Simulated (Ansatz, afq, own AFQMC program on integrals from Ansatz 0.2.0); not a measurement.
GeH5, doublet: AFQMC among the cluster methods

```xyz
6

Ge   -0.0348    0.0000    0.0000
H    -0.5463    1.4466    0.0000
H    -0.5463   -0.7233    1.2528
H    -0.5463   -0.7233   -1.2528
H     1.5902    0.0000    0.0000
H     2.5602    0.0000    0.0000
```

Basis cc-pVTZ. Only valence electrons are correlated. Ansatz 0.2.0 and our own AFQMC program on the same integrals; the CISD trial comes from CCSD amplitudes, and released means the phaseless constraint is let go. Error bars are statistical, one sigma. No spin–orbit coupling.

Determinant: UHF, the one that the program's search chose, which needn't be the lowest solution. The geometry is a point of a scan.

No full CI on the walks' own integrals is used here; CCSDT(Q) serves as the reference and is uncertain by about the last step of the cluster series.

Cautions: no relativity below Rb; no spin-orbit coupling; inner d shell frozen.

```
T1 diagnostic                               : 0.0157
weight of the determinant in the CISD state : 0.903
⟨S²⟩ of the determinant                     : 0.775
size of the correlated space                : 9 electrons in 99 orbitals
```

| level | correlation energy (eV) |
| --- | --- |
| MP2 | -4.1048 |
| CCSD | -4.9936 |
| CCSD(T) | -5.1140 |

Task: Estimate where AFQMC with the constraint released lies against CCSD(T) on the same integrals.

Result: 3.1 ± 0.2 kJ/mol below CCSD(T).

Reference: CCSDT(Q), correlation energy -5.141 eV. The released energy is read at 2.40 1/Eh (meV from the phaseless value at times in 1/Eh: -1 ± 3 at 0.24, -5 ± 3 at 0.51, -5 ± 4 at 0.99, -6 ± 3 at 1.62, -9.6 ± 2.0 at 2.40).

```json
{"level": "CCSD(T)", "E − E(reference) (kJ/mol)": "2.6", "share of correlation (%)": "99.48"}
{"level": "CCSDT", "E − E(reference) (kJ/mol)": "0.3", "share of correlation (%)": "99.93"}
{"level": "ph-AFQMC/CISD", "E − E(reference) (kJ/mol)": "0.4 ± 0.2", "share of correlation (%)": "99.91"}
{"level": "released AFQMC", "E − E(reference) (kJ/mol)": "-0.5 ± 0.2", "share of correlation (%)": "100.10"}
```

A walk keeps the symmetry of its determinant, which the program's search chose and which needn't be the lowest solution, so a lower state of the same spin and another symmetry isn't excluded. Released energies are given only where the last usable release times agree within the noise; a slower fall can still hide under it.
